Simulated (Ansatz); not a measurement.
**Counterpoise correction, worked out**

The pair of OH⁻ (SMILES [OH-], atoms 1–2) and CH₆Si (SMILES C[SiH3], atoms 3–10), both closed shells, in one local arrangement (a lower one may exist), relaxed at PBE0-D4/def2-TZVPD:

O1  (-0.235, -0.327, -1.974)
H2  (0.654, -0.611, -2.211)
C3  (-0.134, -0.427, 1.251)
Si4  (-0.043, 0.465, -0.450)
H5  (-0.952, -0.042, 1.870)
H6  (0.812, -0.366, 1.799)
H7  (-0.338, -1.490, 1.064)
H8  (-1.590, 0.734, -0.508)
H9  (1.541, 0.119, -0.597)
H10  (0.286, 1.945, -0.244)
(Å)

Program: Ansatz 0.2.0. Basis: def2-TZVPPD. Cores are frozen in the correlated methods.

CCSD(T) total energies in eV:

| system | geometry | basis functions | energy |
| --- | --- | --- | --- |
| pair | pair | all | -11060.39775 |
| OH⁻ | as in the pair | all (partner as ghosts) | -2060.15393 |
| CH₆Si | as in the pair | all (partner as ghosts) | -8996.54858 |
| OH⁻ | as in the pair | its own | -2060.08425 |
| CH₆Si | as in the pair | its own | -8996.51611 |
| OH⁻ | free (PBE0-D4 minimum) | its own | -2060.08428 |
| CH₆Si | free (PBE0-D4 minimum) | its own | -8998.57856 |

(1) Work out the interaction energy with and without the counterpoise correction, the superposition error, and the binding energy from the relaxed fragments.

The T1 diagnostic stays at or below 0.028. The restricted Hartree–Fock reference is unstable towards an unrestricted one at one or more of these structures.

Answers

(1) Without correction: -11060.39775 − (-2060.08425) − (-8996.51611) = -3.79739 eV.
With correction (each fragment in the whole basis): -11060.39775 − (-2060.15393) − (-8996.54858) = -3.69524 eV = -85.21 kcal/mol.
The superposition error is the difference, 0.10215 eV, 3 % of the uncorrected value: each fragment borrows its partner's functions.
Deformation from the free shapes: 0.00003 eV for OH⁻ and 2.06245 eV for CH₆Si.
Binding energy from relaxed fragments: -3.69524 + 0.00003 + 2.06245 = -1.63276 eV = -37.65 kcal/mol (electronic, without zero-point energy; negative means bound). The deformation is large: the pair is on the way to a chemical bond or a shared proton. For comparison, the corrected interaction energy by CCSD(T) at an estimated basis limit (MP2 extrapolated from triple and quadruple zeta, plus CCSD(T) − MP2 in triple zeta) is -3.832 eV; triple zeta with the correction binds less.

For scale, one of the runs: CCSD(T)/def2-TZVPPD, 244 basis functions, launched by `ansatz run in.yaml --threads 4 --pin off --events-out ev --progress --plain --max-ram 9574MiB`. Time: 21 s of wall clock on 4 CPU threads of an Intel Xeon 6975P-C; the host was shared. Peak host memory: 5.3 GiB.
